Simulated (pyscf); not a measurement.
PySCF, gas phase, ωB97X-D3(BJ)/def2-SVP geometries. MP2 and CC: frozen core, UHF for open shells. ΔMP2 is the change of the MP2 total energy from the triple- to the quadruple-zeta basis.

Question: How much does it cost (ΔH, 298 K, CCSD(T)/def2-TZVPP + ΔMP2(QZVPP)) to split HO–BH–PH₂ at its B–P bond into [HB–OH]• + PH₂•?

Answer: B–P to [HB–OH]• + PH₂•: 83.6 kcal/mol. The radicals are drawn with the spin at the cut bond; how far it spreads was not checked. [HB–OH]• lies 5.8 kcal/mol over its isomer H₂B–O•, and others may lie lower still (electronic energy, ωB97M-D3(BJ)). The CCSD(T) − MP2 part came from Ansatz, without density fitting, on the same reference.
